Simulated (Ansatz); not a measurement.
# CH₃ClMg: one structure at several levels

The task here is to estimate one member of a computed series from the others.

The runs use Ansatz 0.2.0, Gaussian basis; single points in def2-TZVPP.

Correlated methods freeze the cores. The outer core shell of Li, Na, Mg and K is correlated.

## Where the work starts

SMILES `[CH3][Mg][Cl]`, 6 atoms, charge 0, spin multiplicity 1.

Atoms are counted from 1 here; the program's logs count them from 0.

Bond lengths: C1–Mg2 2.031 Å, C1–H4 1.080 Å, C1–H5 1.140 Å, C1–H6 1.109 Å, Mg2–Cl3 2.176 Å. Angles: Mg2–C1–H4 112.3°, Mg2–C1–H5 108.7°, Mg2–C1–H6 112.5°, H4–C1–H5 111.3°, H4–C1–H6 109.2°, H5–C1–H6 102.4°, C1–Mg2–Cl3 177.9°.

Coordinates:

```
C    -0.5616    0.4403   -0.4124
Mg    0.8243   -0.7062    0.5316
Cl    2.2497   -1.9708    1.5821
H    -1.4132   -0.1357   -0.7437
H    -0.0602    0.9769   -1.2839
H    -0.9142    1.2832    0.2161
```

The first run:

run/in.yaml

```yaml
crystal:
  periodic: [false, false, false]
  atoms:
    - {symbol: C, position_ang: [-0.561600, 0.440300, -0.412400]}
    - {symbol: Mg, position_ang: [0.824300, -0.706200, 0.531600]}
    - {symbol: Cl, position_ang: [2.249700, -1.970800, 1.582100]}
    - {symbol: H, position_ang: [-1.413200, -0.135700, -0.743700]}
    - {symbol: H, position_ang: [-0.060200, 0.976900, -1.283900]}
    - {symbol: H, position_ang: [-0.914200, 1.283200, 0.216100]}
basis:
  gaussian: {orbitals: def2-TZVPP}
correlation: {method: ccsd_t}
output: {forces: true}
```

No record of the launch command was kept for these runs.

Among the steps run: CCSD(T)/def2-TZVPP; PBE0-D4/def2-TZVPP; wB97M-V/def2-TZVPP; r2SCAN-D4/def2-TZVPP; PBE-D4/def2-TZVPP; r2SCAN0-D4/def2-TZVPP; B97M-V/def2-TZVPP.

One of the session's tables, all rows but one given; the rest of the session is left out.

| method | RMS force component (eV/Å) | angle to CCSD(T) forces (°) | dipole (D) |
| --- | --- | --- | --- |
| CCSD(T) | 0.566 | reference | 2.06 |
| PBE0-D4 | 0.572 | 2.2 | 2.15 |
| wB97M-V | 0.580 | 3.5 | 2.09 |
| r2SCAN-D4 | 0.561 | 2.3 | 2.10 |
| PBE-D4 | ? | ? | ? |
| r2SCAN0-D4 | 0.598 | 6.8 | 2.11 |
| B97M-V | 0.591 | 7.3 | 2.07 |

Q: Estimate the row for PBE-D4 from the others.

**Answer.** RMS force component (eV/Å): 0.535; angle to CCSD(T) forces (°): 9.1; dipole (D): 2.14. In the column «RMS force component (eV/Å)» it is the lowest.
